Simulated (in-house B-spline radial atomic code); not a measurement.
## Functionals against ionisation energies along an isoelectronic series: N to Al⁶⁺

Ionisation energies as differences of self-consistent total energies from an all-electron radial atomic-structure program (B-spline basis): all electrons, radial basis limit, scalar-relativistic (one-electron X2C), spin-polarised at highest spin, spherical densities; exact exchange is averaged over the determinants of each configuration. No spin-orbit coupling, Breit or QED terms. NIST's values run from ground level to ground level, so in open shells the differences also hold multiplet and fine-structure energies that spherical high-spin averages miss. Columns give computed minus NIST, in eV; a star marks a semi-empirical value. Species are left out where the tabulated value is theory, is uncertain by more than 0.12 eV, or (13 ions, such as In⁴⁺, Te⁴⁺ and Bi⁴⁺) lies off its series for all methods alike, which flatters the means a little.

| species | shell | NIST (eV) | PBEsol | BP86 | TPSS | wB97X | AM05 | OLYP |
| --- | --- | --- | --- | --- | --- | --- | --- | --- |
| N | 2p | 14.53 | +0.31 | +0.41 | +0.53 | +0.13 | +0.30 | +0.29 |
| O⁺ | 2p | 35.12 | +0.28 | +0.40 | +0.61 | +0.15 | +0.27 | +0.45 |
| F²⁺ | 2p | 62.71* | +0.28 | +0.42 | +0.71 | +0.18 | +0.27 | +0.64 |
| Ne³⁺ | 2p | 97.19* | +0.31 | +0.49 | +0.84 | +0.26 | +0.29 | +0.86 |
| Mg⁵⁺ | 2p | 186.76 ± 0.06* | ? | ? | ? | ? | ? | ? |
| Al⁶⁺ | 2p | 241.76 ± 0.09* | +0.53 | +0.84 | +1.32 | +0.65 | +0.44 | +1.63 |

Question: What are the differences for Mg⁵⁺ ([He] 2s2 2p3)?

Answer: PBEsol +0.41; BP86 +0.67; TPSS +1.11; wB97X +0.46; AM05 +0.34; OLYP +1.33 eV.

Question: How do the methods rank, and which species is hardest?

Answer: Mean absolute (signed) differences: wB97X 0.31 (+0.31) eV; AM05 0.32 (+0.32) eV; PBEsol 0.35 (+0.35) eV; BP86 0.54 (+0.54) eV; TPSS 0.85 (+0.85) eV; OLYP 0.87 (+0.87) eV. For Al⁶⁺, which loses a 2p electron, the nearest method is off by +0.44 eV, the largest such miss. The first two are tied within the accuracy of the references.
